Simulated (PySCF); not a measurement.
Compound: C5H9N.
SMILES with atom numbers: `[CH2:1]=[CH:2][CH2:3][C@H:4]1[CH2:5][NH:6]1`

NICS = −σ at a ghost point: NICS(0) at the centroid of the ring atoms, NICS(1) 1 Å to either side along the normal of their mean plane, zz for the tensor component along that normal. Level: GIAO PBE0/pcSseg-1 (PySCF, non-relativistic, gas phase) on the GFN2-xTB geometry, one conformer.

Ring bond lengths (Å), with Mayer bond orders in brackets: C4–C5 1.479 (0.97), C5–N6 1.446 (0.96), N6–C4 1.444 (0.94).

Q: What do the NICS probes read (ppm)?

A: 
```csv
ring,type,NICS(0),"NICS(1), two faces","NICS(1)zz, two faces",rms pucker (Å),"centre to ring atoms, mean (Å)"
C4–C5–N6,3-membered ring with N; formal bonds all single,-45.8,-6.7 / -7.6,-21.4 / -23.7,0.00,0.84
```

Q: What can be read from them?

A: 
- C4–C5–N6: mean NICS(1)zz -22.5 ppm, shielded. C4, C5 have four or more neighbours, and the NICS criterion for π rings isn't applied. NICS(0) lies 39 ppm below the mean NICS(1).

Q: What is the mean of the two in-plane components of NICS at the second NICS(1) probe listed for ring C4–C5–N6, 1 Å off the ring?

A: The isotropic value is a third of the trace: (3 × -7.6 − (-23.7))/2 = 0.5 ppm.

Q: Give the inner angles of the rings and the Hirshfeld charges of the ring atoms.

A: 
- C4–C5–N6: C4 59.3° (-0.001 e), C5 59.2° (-0.053 e), N6 61.6° (-0.195 e); sum 180.0° against 180° for a flat convex ring.

Q: How shielded are the nuclei of the rings and their hydrogens (means over atoms taken as equivalent)?

A: 
| atoms | environment | σ isotropic (ppm) | principal values of the symmetric part, first atom (ppm) |
| --- | --- | --- | --- |
| C4 | sp3 carbon bound to nitrogen | 156.5 | 113.4, 151.1, 205.0 |
| C5 | sp3 carbon bound to nitrogen | 163.0 | 131.4, 155.3, 202.2 |
| N6 | secondary amine nitrogen | 238.8 | 161.3, 250.4, 304.7 |
| H on C4 | methine hydrogen | 29.89 | 23.5, 28.3, 37.8 |
| H on C5 | methylene hydrogen | 30.56 | 25.2, 27.5, 38.9 |
| H on C5 | methylene hydrogen | 29.90 | 24.7, 26.4, 38.6 |
| H on N6 | N–H hydrogen | 31.69 | 24.2, 25.6, 45.3 |

On one thread, Arm Neoverse V1, no GPU, on a shared host, this took 15 s of wall time. This is the whole shielding run at PBE0/pcSseg-1, SCF included.

Conformer computed: `[CH2:1]=[CH:2][CH2:3][C@H:4]1[CH2:5][NH:6]1`: C1–C2–C3–C4 122°, C2–C3–C4–C5 82°.
